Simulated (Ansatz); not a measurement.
Rock-salt NaI, treated with G0W0@r²SCAN (Ansatz, a first-principles code, hard PAW, contour deformation).

The same calculation (at the measured cell, 33.899 Å³/atom) with different numerical settings; throughout: k mesh 2×2×2:

```json
[
 {"run": "1", "response cutoff (eV)": "100", "empty bands": "283", "quasiparticle gap on the mesh (eV)": "5.780", "quasiparticle gap at Γ (eV)": "5.780", "rough time": "20 core-s"},
 {"run": "2", "response cutoff (eV)": "150", "empty bands": "520", "quasiparticle gap on the mesh (eV)": "5.822", "quasiparticle gap at Γ (eV)": "5.822", "rough time": "40 core-s"},
 {"run": "3", "response cutoff (eV)": "200", "empty bands": "800", "quasiparticle gap on the mesh (eV)": "5.835", "quasiparticle gap at Γ (eV)": "5.835", "rough time": "100 core-s"},
 {"run": "4", "response cutoff (eV)": "250", "empty bands": "1118", "quasiparticle gap on the mesh (eV)": "5.840", "quasiparticle gap at Γ (eV)": "5.840", "rough time": "6 core-min"},
 {"run": "5", "response cutoff (eV)": "300", "empty bands": "1470", "quasiparticle gap on the mesh (eV)": "5.843", "quasiparticle gap at Γ (eV)": "5.843", "rough time": "5 core-min"}
]
```

In the column quasiparticle gap on the mesh (eV) the first row differs from the last by -0.063 and the next to last by -0.003.

The last row is no converged limit: other settings stay fixed.

Spin–orbit coupling is not included.
